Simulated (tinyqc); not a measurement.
Inside a calculation. Method: UHF in the sto-3g basis, for H2O+, spin multiplicity 2. This run ends on a higher stationary point, not on the lowest solution. One step of it, computed by the program tinyqc.

Question. Iteration 2: diagonalisation and new density. Diagonalise F' = X^T F X, C = X C', fill 5 alpha and 4 beta electrons from the bottom; D(s) = C_occ C_occ^T; the new density keeps 0.7 of the old one (damping). Each column has its largest component positive (the first on a tie).

F(alpha) (hartree), order 1O 1s, 1O 2s, 1O 2px, 1O 2py, 1O 2pz, 2H 1s, 3H 1s:
$$\begin{pmatrix}
-23.717970 & -5.737531 & 0.000000 & 0.000000 & -0.019376 & -0.631984 & -0.631984 \\
-5.737531 & -3.609747 & 0.000000 & 0.000000 & 0.059657 & -0.767634 & -0.767634 \\
0.000000 & 0.000000 & -1.958175 & 0.000000 & 0.000000 & 0.000000 & 0.000000 \\
0.000000 & 0.000000 & 0.000000 & -2.078100 & 0.000000 & -0.380943 & 0.380943 \\
-0.019376 & 0.059657 & 0.000000 & 0.000000 & -1.923336 & -0.329979 & -0.329979 \\
-0.631984 & -0.767634 & 0.000000 & -0.380943 & -0.329979 & -0.711941 & -0.237334 \\
-0.631984 & -0.767634 & 0.000000 & 0.380943 & -0.329979 & -0.237334 & -0.711941
\end{pmatrix}$$

F(beta) (hartree), order 1O 1s, 1O 2s, 1O 2px, 1O 2py, 1O 2pz, 2H 1s, 3H 1s:
$$\begin{pmatrix}
-23.692193 & -5.698157 & 0.000000 & 0.000000 & -0.019623 & -0.625603 & -0.625603 \\
-5.698157 & -3.426811 & 0.000000 & 0.000000 & 0.056647 & -0.728153 & -0.728153 \\
0.000000 & 0.000000 & -1.909540 & 0.000000 & 0.000000 & 0.000000 & 0.000000 \\
0.000000 & 0.000000 & 0.000000 & -1.190038 & 0.000000 & -0.283714 & 0.283714 \\
-0.019623 & 0.056647 & 0.000000 & 0.000000 & -1.875595 & -0.325251 & -0.325251 \\
-0.625603 & -0.728153 & 0.000000 & -0.283714 & -0.325251 & -0.688051 & -0.239397 \\
-0.625603 & -0.728153 & 0.000000 & 0.283714 & -0.325251 & -0.239397 & -0.688051
\end{pmatrix}$$

X, order 1O 1s, 1O 2s, 1O 2px, 1O 2py, 1O 2pz, 2H 1s, 3H 1s:
$$\begin{pmatrix}
-0.408416 & 0.000000 & 0.691393 & 0.000000 & 0.613583 & 0.000000 & 0.207007 \\
0.923326 & 0.000000 & -0.300803 & 0.000000 & 0.340138 & 0.000000 & 0.454728 \\
0.000000 & 0.000000 & 0.000000 & 1.000000 & 0.000000 & 0.000000 & 0.000000 \\
0.000000 & 0.767384 & 0.000000 & 0.000000 & 0.000000 & 0.718066 & 0.000000 \\
0.457754 & 0.000000 & 0.687119 & 0.000000 & -0.582285 & 0.000000 & 0.240283 \\
-0.564749 & -0.705195 & -0.217427 & 0.000000 & -0.179799 & 0.390695 & 0.394253 \\
-0.564749 & 0.705195 & -0.217427 & 0.000000 & -0.179799 & -0.390695 & 0.394253
\end{pmatrix}$$

D(alpha) after iteration 1, order 1O 1s, 1O 2s, 1O 2px, 1O 2py, 1O 2pz, 2H 1s, 3H 1s:
$$\begin{pmatrix}
0.323839 & -0.105946 & 0.000000 & 0.000000 & 0.045357 & 0.021379 & 0.021379 \\
-0.105946 & 0.488294 & 0.000000 & 0.000000 & -0.169103 & -0.174276 & -0.174276 \\
0.000000 & 0.000000 & 1.000000 & 0.000000 & 0.000000 & 0.000000 & 0.000000 \\
0.000000 & 0.000000 & 0.000000 & 1.087253 & 0.000000 & -0.202821 & 0.202821 \\
0.045357 & -0.169103 & 0.000000 & 0.000000 & 0.963898 & -0.131127 & -0.131127 \\
0.021379 & -0.174276 & 0.000000 & -0.202821 & -0.131127 & 0.836859 & -0.075709 \\
0.021379 & -0.174276 & 0.000000 & 0.202821 & -0.131127 & -0.075709 & 0.836859
\end{pmatrix}$$

D(beta) after iteration 1, order 1O 1s, 1O 2s, 1O 2px, 1O 2py, 1O 2pz, 2H 1s, 3H 1s:
$$\begin{pmatrix}
0.323817 & -0.105810 & 0.000000 & 0.000000 & 0.045427 & 0.021217 & 0.021217 \\
-0.105810 & 0.487455 & 0.000000 & 0.000000 & -0.169519 & -0.173416 & -0.173416 \\
0.000000 & 0.000000 & 1.000000 & 0.000000 & 0.000000 & 0.000000 & 0.000000 \\
0.000000 & 0.000000 & 0.000000 & 0.027957 & 0.000000 & -0.111951 & 0.111951 \\
0.045427 & -0.169519 & 0.000000 & 0.000000 & 0.963697 & -0.130761 & -0.130761 \\
0.021217 & -0.173416 & 0.000000 & -0.111951 & -0.130761 & 0.828751 & -0.067838 \\
0.021217 & -0.173416 & 0.000000 & 0.111951 & -0.130761 & -0.067838 & 0.828751
\end{pmatrix}$$

overlap S, order 1O 1s, 1O 2s, 1O 2px, 1O 2py, 1O 2pz, 2H 1s, 3H 1s:
$$\begin{pmatrix}
1.000000 & 0.236704 & 0.000000 & 0.000000 & 0.000000 & 0.025607 & 0.025607 \\
0.236704 & 1.000000 & 0.000000 & 0.000000 & 0.000000 & 0.293969 & 0.293969 \\
0.000000 & 0.000000 & 1.000000 & 0.000000 & 0.000000 & 0.000000 & 0.000000 \\
0.000000 & 0.000000 & 0.000000 & 1.000000 & 0.000000 & 0.200487 & -0.200487 \\
0.000000 & 0.000000 & 0.000000 & 0.000000 & 1.000000 & 0.188173 & 0.188173 \\
0.025607 & 0.293969 & 0.000000 & 0.200487 & 0.188173 & 1.000000 & 0.150311 \\
0.025607 & 0.293969 & 0.000000 & -0.200487 & 0.188173 & 0.150311 & 1.000000
\end{pmatrix}$$

Give: F' = X^T F X; orbital energies; coefficients C; F' = X^T F X; orbital energies; coefficients C; D(alpha) after iteration 2; D(beta) after iteration 2.

Answer.

F' = X^T F X (alpha) (hartree):
$$\begin{pmatrix}
-2.298 & 0.000 & 3.274 & 0.000 & 3.376 & 0.000 & 0.853 \\
0.000 & -0.871 & 0.000 & 0.000 & 0.000 & -0.726 & 0.000 \\
3.274 & 0.000 & -9.942 & 0.000 & -8.909 & 0.000 & -4.592 \\
0.000 & 0.000 & 0.000 & -1.958 & 0.000 & 0.000 & 0.000 \\
3.376 & 0.000 & -8.909 & 0.000 & -12.137 & 0.000 & -5.343 \\
0.000 & -0.726 & 0.000 & 0.000 & 0.000 & -1.644 & 0.000 \\
0.853 & 0.000 & -4.592 & 0.000 & -5.343 & 0.000 & -4.120
\end{pmatrix}$$

orbital energies (alpha) (hartree): MO1 -23.719, MO2 -2.367, MO3 -2.080, MO4 -1.958, MO5 -1.914, MO6 -0.498, MO7 -0.435

coefficients C (alpha), order 1O 1s, 1O 2s, 1O 2px, 1O 2py, 1O 2pz, 2H 1s, 3H 1s:
$$\begin{pmatrix}
0.998 & -0.249 & 0.000 & 0.000 & -0.039 & 0.060 & 0.000 \\
0.007 & 1.035 & 0.000 & 0.000 & 0.159 & -0.410 & 0.000 \\
0.000 & 0.000 & 0.000 & 1.000 & 0.000 & 0.000 & 0.000 \\
0.000 & 0.000 & 1.011 & 0.000 & 0.000 & 0.000 & -0.288 \\
0.001 & -0.135 & 0.000 & 0.000 & 0.995 & -0.264 & 0.000 \\
-0.001 & -0.030 & -0.028 & 0.000 & -0.016 & 0.744 & 0.806 \\
-0.001 & -0.030 & 0.028 & 0.000 & -0.016 & 0.744 & -0.806
\end{pmatrix}$$

F' = X^T F X (beta) (hartree):
$$\begin{pmatrix}
-2.227 & 0.000 & 3.254 & 0.000 & 3.407 & 0.000 & 0.927 \\
0.000 & -0.533 & 0.000 & 0.000 & 0.000 & -0.291 & 0.000 \\
3.254 & 0.000 & -9.901 & 0.000 & -8.938 & 0.000 & -4.612 \\
0.000 & 0.000 & 0.000 & -1.910 & 0.000 & 0.000 & 0.000 \\
3.407 & 0.000 & -8.938 & 0.000 & -12.081 & 0.000 & -5.302 \\
0.000 & -0.291 & 0.000 & 0.000 & 0.000 & -1.069 & 0.000 \\
0.927 & 0.000 & -4.612 & 0.000 & -5.302 & 0.000 & -4.032
\end{pmatrix}$$

orbital energies (beta) (hartree): MO1 -23.693, MO2 -2.193, MO3 -1.910, MO4 -1.863, MO5 -1.197, MO6 -0.493, MO7 -0.405

coefficients C (beta), order 1O 1s, 1O 2s, 1O 2px, 1O 2py, 1O 2pz, 2H 1s, 3H 1s:
$$\begin{pmatrix}
0.999 & -0.245 & 0.000 & -0.050 & 0.000 & 0.061 & 0.000 \\
0.005 & 1.024 & 0.000 & 0.207 & 0.000 & -0.418 & 0.000 \\
0.000 & 0.000 & 1.000 & 0.000 & 0.000 & 0.000 & 0.000 \\
0.000 & 0.000 & 0.000 & 0.000 & 0.966 & 0.000 & -0.414 \\
0.001 & -0.185 & 0.000 & 0.986 & 0.000 & -0.268 & 0.000 \\
-0.001 & -0.024 & 0.000 & -0.014 & 0.074 & 0.744 & 0.803 \\
-0.001 & -0.024 & 0.000 & -0.014 & -0.074 & 0.744 & -0.803
\end{pmatrix}$$

D(alpha) after iteration 2, order 1O 1s, 1O 2s, 1O 2px, 1O 2py, 1O 2pz, 2H 1s, 3H 1s:
$$\begin{pmatrix}
0.545 & -0.151 & 0.000 & 0.000 & 0.031 & 0.017 & 0.017 \\
-0.151 & 0.671 & 0.000 & 0.000 & -0.113 & -0.132 & -0.132 \\
0.000 & 0.000 & 1.000 & 0.000 & 0.000 & 0.000 & 0.000 \\
0.000 & 0.000 & 0.000 & 1.068 & 0.000 & -0.151 & 0.151 \\
0.031 & -0.113 & 0.000 & 0.000 & 0.977 & -0.095 & -0.095 \\
0.017 & -0.132 & 0.000 & -0.151 & -0.095 & 0.586 & -0.053 \\
0.017 & -0.132 & 0.000 & 0.151 & -0.095 & -0.053 & 0.586
\end{pmatrix}$$

D(beta) after iteration 2, order 1O 1s, 1O 2s, 1O 2px, 1O 2py, 1O 2pz, 2H 1s, 3H 1s:
$$\begin{pmatrix}
0.545 & -0.151 & 0.000 & 0.000 & 0.031 & 0.017 & 0.017 \\
-0.151 & 0.669 & 0.000 & 0.000 & -0.114 & -0.130 & -0.130 \\
0.000 & 0.000 & 1.000 & 0.000 & 0.000 & 0.000 & 0.000 \\
0.000 & 0.000 & 0.000 & 0.020 & 0.000 & -0.078 & 0.078 \\
0.031 & -0.114 & 0.000 & 0.000 & 0.977 & -0.094 & -0.094 \\
0.017 & -0.130 & 0.000 & -0.078 & -0.094 & 0.580 & -0.047 \\
0.017 & -0.130 & 0.000 & 0.078 & -0.094 & -0.047 & 0.580
\end{pmatrix}$$
